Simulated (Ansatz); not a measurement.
Saddle point of CH$_{6}$Si, singlet (CH₆Si ([CH3][SiH3]) → CH₄Si ([CH3][SiH]) + H₂; bonds formed: H2–H3; bonds broken: Si1–H2, Si1–H3), PBE0-D4/def2-TZVP structure:

| atom | x (Å) | y (Å) | z (Å) |
| --- | --- | --- | --- |
| Si1 | -0.7550 | -0.6442 | 0.2425 |
| H2 | -0.8420 | -1.2664 | -1.1597 |
| H3 | 0.2169 | -1.3294 | -0.9202 |
| H4 | -0.0714 | -1.6911 | 1.0558 |
| C5 | 0.2298 | 0.9754 | 0.2047 |
| H6 | 1.2761 | 0.8559 | 0.4836 |
| H7 | 0.1792 | 1.4106 | -0.7962 |
| H8 | -0.2337 | 1.6890 | 0.8894 |

Energies are electronic, without zero-point energy. Barriers and step energies count from the start structure reached by relaxing down the imaginary mode; all methods use the PBE0-D4 structures, on which another method's saddle can fall below an end. Computed with Ansatz 0.2.0 (basis: def2-TZVPP, with def2-QZVPP for the basis limit); correlated methods freeze the cores. B3LYP uses VWN-RPA correlation. Extrapolation: Hartree–Fock as exp(−7.88 √X), correlation as X^−2.97.

```csv
method,barrier (kJ/mol),step energy (kJ/mol)
SPW92,215.6,213.1
PBE-D4,?,217.3
BLYP-D4,?,221.3
r2SCAN-D4,250.3,239.7
B97M-V,248.0,236.3
PBE0-D4,253.3,234.3
B3LYP-D4,261.4,235.6
r2SCAN0-D4,265.2,247.6
BHLYP-D4,289.4,255.2
CAM-B3LYP-D4,273.3,246.5
wB97X-V,277.9,251.2
wB97M-V,264.1,234.9
B2PLYP,?,244.3
PBE-QIDH,274.1,250.4
RPA on PBE,265.9,240.1
HF,337.4,283.4
MP2,276.5,251.2
CCSD,279.4,248.9
CCSD(T),269.7,243.4
```

Task: Fill in the withheld barriers. (Judge from chemistry; the value comes from the calculation.)

Result: The calculation gives: BLYP-D4 244.1; PBE-D4 230.9; B2PLYP 270.2 kJ/mol. Each is the energy of the saddle less that of the start structure, by the same method.

For comparison, the barrier by CCSD(T) at an estimated basis limit (MP2 extrapolated from triple and quadruple zeta, plus CCSD(T) − MP2 in triple zeta) is 267.6 kJ/mol.

T1 diagnostic: at most 0.013. The restricted Hartree–Fock reference is unstable towards an unrestricted one at one or more of these structures.

Losses and insertions of silylenes and their heavier kin drive the gas-phase chemistry of silicon and germanium vapour deposition.

Labels in which every atom is bracketed show which atoms are joined, not bond orders.

For scale, one of the runs: CCSD(T)/def2-TZVPP, 157 basis functions, launched by `ansatz run in.yaml --threads 2 --pin off --events-out ev --progress --plain --max-ram 4352MiB`. Time: 5.5 s of wall clock on 2 CPU threads of an Intel Xeon 6975P-C; the host was shared. Peak host memory: 1.2 GiB.
